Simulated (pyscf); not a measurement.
disiloxane (H₃Si–O–SiH₃) + water (H₂O) → silylene (SiH₂) [singlet] + silanol (HO–SiH₃) + water (H₂O), a multi-bond step (singlet surface; O–Si, H–Si, H–O broken, H–O, H–O formed). PySCF, gas phase, ωB97X-D3(BJ)/def2-SVP geometries. Energies in kcal/mol from the separated reactants.

Small-basis levels: PySCF, no dispersion term, spherical d functions. AM1 to PM7: differences of heats of formation from MOPAC, which are fitted to 298 K values and so differ in kind from electronic energies by zero-point and thermal terms. Cost: rough CPU time at the saddle relative to B3LYP/6-31G*, from one job on a shared machine.

| level | barrier | reaction energy | cost |
|---|---|---|---|
| HF/STO-3G | 57.5 | +86.0 | 0.04 |
| SVWN5/6-31G* | 23.9 | +86.3 | 1 |
| B3LYP/6-311+G** | 53.6 | +73.9 | 2 |
| PBE/def2-SVP | 34.5 | +77.2 | 2 |
| B3LYP/def2-SVP | 45.7 | +77.5 | 1 |
| PM3 | 60.8 | +86.6 | under 0.02 |
| PM6 | 68.6 | +102.7 | under 0.02 |
| ωB97M-D3(BJ)/def2-TZVP | 55.6 | +79.7 | – |

Against the last row the barrier runs from -31.7 (SVWN5/6-31G*) to +13.1 kcal/mol (PM6). ωB97M-D3(BJ)/def2-TZVP has limits of its own. On the product side the descent ends in an adduct with a O–Si contact, 36.2 kcal/mol under the separated species and 7.5 kcal/mol under the saddle at ωB97X-D3(BJ)/def2-TZVP. At ωB97M-D3(BJ) the saddle lies under the separated products, which points to a path from their complex (located at ωB97X-D3(BJ) alone), and parting the products costs more than the saddle. What is counted as broken (O–Si) persists as a longer contact in the product adduct; parting that adduct is a step of its own. The same reactants have a lower exit, to HO–SiH₂–O–SiH₃ + H₂ (barrier +33.8 kcal/mol at ωB97M-D3(BJ)/def2-TZVP, against +55.6 kcal/mol here). This is the saddle that the search found; another between the same sides may lie lower.
